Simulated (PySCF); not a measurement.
**Orbital picture of BH**

r²SCAN at R = 1.242 Å; basis B cc-pVTZ, H cc-pVTZ; no relativity; PySCF 2.14. State: ¹Σ⁺ (singlet), closed shell. Only the outer orbitals are listed, counted within each symmetry.

```json
{"orbital": "2σ", "occ.": "2", "ε (eV)": "-12.30", "on B (%)": "60", "main shells (%)": "50 B s, 39 H s, 9 B p"}
{"orbital": "3σ", "occ.": "2", "ε (eV)": "-5.71", "on B (%)": "88", "main shells (%)": "46 B p, 40 B s, 12 H s"}
{"orbital": "1π", "occ.": "0", "ε (eV)": "-3.11", "on B (%)": "98", "main shells (%)": "98 B p"}
{"orbital": "1π", "occ.": "0", "ε (eV)": "-3.11", "on B (%)": "98", "main shells (%)": "98 B p"}
{"orbital": "4σ", "occ.": "0", "ε (eV)": "3.05", "on B (%)": "0", "main shells (%)": "96 H s, 14 B p"}
```

Task: Which are the highest filled and the lowest empty level, where do they sit, and how wide is the gap?

Result: Highest filled 3σ at -5.71 eV (in %: 46 B p, 40 B s, 12 H s); lowest empty 1π at -3.11 eV (in %: 98 B p); the gap at r²SCAN is 2.60 eV.

| Property | Result |
| --- | --- |
| bond order (Mayer) | 0.94 |
| ⟨S²⟩ | 0.000 |
| charge on B (Mulliken, basis-dependent) | 0.04 |
| charge on B (Löwdin, basis-dependent) | 0.15 |
| dipole moment (positive dipole means B(−)H(+)) | 1.53 D |
